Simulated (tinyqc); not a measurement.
Inside a calculation. Method: Pariser-Parr-Pople SCF with singles CI, for the molecule C=C1C=CC=C1 (SMILES; centres numbered as the heavy atoms are written). One step of it, computed by the program tinyqc.

Task: Iteration 2: orbitals and new P. Diagonalise F (the basis is taken as orthonormal) and form P = 2 sum c c over the lowest orbitals; 0.5 of the old P is kept.

F (eV), order 1C, 2C, 3C, 4C, 5C, 6C:
```
[[-3.951570, -4.507830, -0.306697, 0.341676, 0.341676, -0.306697],
 [-4.507830, -5.443028, -4.065839, 0.539912, 0.539912, -4.065839],
 [-0.306697, -4.065839, -3.502547, -5.308861, 0.148786, 1.136885],
 [0.341676, 0.539912, -5.308861, -3.029752, -4.553081, 0.148786],
 [0.341676, 0.539912, 0.148786, -4.553081, -3.029752, -5.308861],
 [-0.306697, -4.065839, 1.136885, 0.148786, -5.308861, -3.502547]]
```

pi electrons, sum of z_r less the charge = 6

P after iteration 1, order 1C, 2C, 3C, 4C, 5C, 6C:
```
[[0.283694, 0.556821, 0.119862, -0.182647, -0.182647, 0.119862],
 [0.556821, 1.403792, 0.439566, -0.195862, -0.195862, 0.439566],
 [0.119862, 0.439566, 1.151282, 0.769336, -0.053981, -0.412575],
 [-0.182647, -0.195862, 0.769336, 1.004975, 0.568832, -0.053981],
 [-0.182647, -0.195862, -0.053981, 0.568832, 1.004975, 0.769336],
 [0.119862, 0.439566, -0.412575, -0.053981, 0.769336, 1.151282]]
```

Give: orbital energies; P after iteration 2.

Result:

orbital energies (eV): [-12.7166, -9.3066, -7.8255, -1.6969, 4.3771, 4.7094]

P after iteration 2, order 1C, 2C, 3C, 4C, 5C, 6C:
```
[[0.4428, 0.6774, 0.1429, -0.2282, -0.2282, 0.1429],
 [0.6774, 1.2823, 0.4183, -0.1505, -0.1505, 0.4183],
 [0.1429, 0.4183, 1.1237, 0.7861, -0.0610, -0.4041],
 [-0.2282, -0.1505, 0.7861, 1.0138, 0.5415, -0.0610],
 [-0.2282, -0.1505, -0.0610, 0.5415, 1.0138, 0.7861],
 [0.1429, 0.4183, -0.4041, -0.0610, 0.7861, 1.1237]]
```
